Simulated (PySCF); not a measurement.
SMILES O at its PBE0/def2-SVP optimised geometry (Å):

```
3

O     -0.3718    -0.4687     0.0000
H      0.5908    -0.4687     0.0000
H     -0.5908     0.4687     0.0000
```

Level of theory: PySCF with PBE0/def2-TZVP. Cells within 0.4 Å of a nucleus heavier than hydrogen are left out (blank, or x).

Map of the electrostatic potential (hartree/e), clipped to [-0.08, 0.12] on the plane z = 0.0 Å:

```
|4444444444444444444444444444444|
|4444444444555555554444444444444|
|4444444455555555555554444444444|
|4444444555555555555555444444444|
|4444445555555555555555554444444|
|4444455555666666555555555444444|
|4444455566666666665555555544444|
|4444455566778777666555555554444|
|4444455677899988766655555555444|
|4444455679999999876665555555444|
|4444455689999999877666655555544|
|4444455799999999987766665555554|
|3444445799999999998777666555554|
|3334445689999999999988766655554|
|3333344579999999999999876655554|
|3333333469999999999999987655555|
|333333335999xxx9999999987665555|
|333222224999xxxx999999987665554|
|332222123899xxxx999999987665554|
|3222211114999xx9999999987655554|
|2222111002699999999999876655544|
|2222110000159999999998766555544|
|2222111000012455566776665555444|
|2222111000000123345555555554444|
|2222211100000112334445555444444|
|2222211110001112233444444444444|
|2222221111111122233344444444444|
|3222222211111222233334444444444|
|3222222222222222333334444444444|
|3322222222222222333333444444444|
|3332222222222223333333344444444|
```
Scale: ten equal steps from -0.080 (start of '0') to 0.120 (end of '9'), in the order '0123456789'; x runs from -3.00 to 3.00, y from -3.00 (bottom) to 3.00 (top).
